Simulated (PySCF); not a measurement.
hydrogen isocyanide cation (CHN), SMILES [C-]#[NH+] (connectivity only; charge and spin as stated), charge +1, multiplicity 2. Geometry: PBE-D3(BJ)/def2-TZVPD. The spin state was assumed, not searched.

All values below come from PySCF 2.14.0 with PBE-D3(BJ)/def2-TZVPD.

Harmonic wavenumbers (cm⁻¹): 557, 557, 2248, 3473. Rotational constants (GHz): 46.92 (linear); symmetry number 1.

Problem. Work out the zero-point energy and the ideal-gas rigid-rotor harmonic-oscillator thermochemistry at 298.15 K and 1 atm.

Solution. ZPE = ½ Σ hcν = ½ × 6835 cm⁻¹ = 9.77 kcal/mol. H − E(el) = 12.08 kcal/mol. Entropy in cal/(mol K): translation 35.82, rotation 11.70, vibration 1.06, spin 1.38, total 49.95. G − E(el) = -2.82 kcal/mol. Cp = 9.21 cal/(mol K).
